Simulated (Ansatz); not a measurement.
in.yaml

```yaml
crystal:
  periodic: [false, false, false]
  atoms:
    - {symbol: C, position_ang: [0.000000, 0.000000, 0.000000]}
    - {symbol: Na, position_ang: [0.000000, 0.000000, 4.100000]}
basis:
  gaussian: {orbitals: cc-pVTZ}
magnetization: {spin_polarized: true, initial_magnetization: 3}
hamiltonian: {xc: {name: wB97X-V}}
```

```sh
$ ansatz run in.yaml --threads 1 --pin off --events-out ev --progress --plain --max-ram 2393MiB
```

Log:

```
      + integral(e_c_pw_opposite_spin*poly(b97_u_opposite, cos0, cos1)) + vv10(b, c)
428 factors; their error is unknown
135 factors; integrals over basis functions are off by at most 2.2e-4 eV
mean field evaluation 1: about -5442.4209 eV, gradient 1.6e1 eV
mean field evaluation 2: about -5438.9464 eV, gradient 2.3e1 eV
mean field evaluation 4: about -5444.5279 eV, gradient 1.4e0 eV
mean field evaluation 8: about -5444.9249 eV, gradient 6.4e-1 eV
mean field evaluation 16: about -5444.9445 eV, gradient 1.2e-2 eV
mean field evaluation 32: about -5444.7429 eV, gradient 2.8e0 eV
mean field -5444.94451812 eV, -200.0980203249 hartree, gradient 7.0e-6 eV, S^2 3.753332; 3 other end points of the search recorded, 0 dependent functions left out
reference -5444.94452075 eV, -200.0980204215 hartree; 10, 7 occupied and 54, 57 virtual orbitals, 428 factors
Total energy: -5444.94452075 eV, -200.0980204215 hartree
```

Ran on 1 thread of Arm Neoverse V1, shared host: 18 s wall, 0.21 GiB peak host memory.
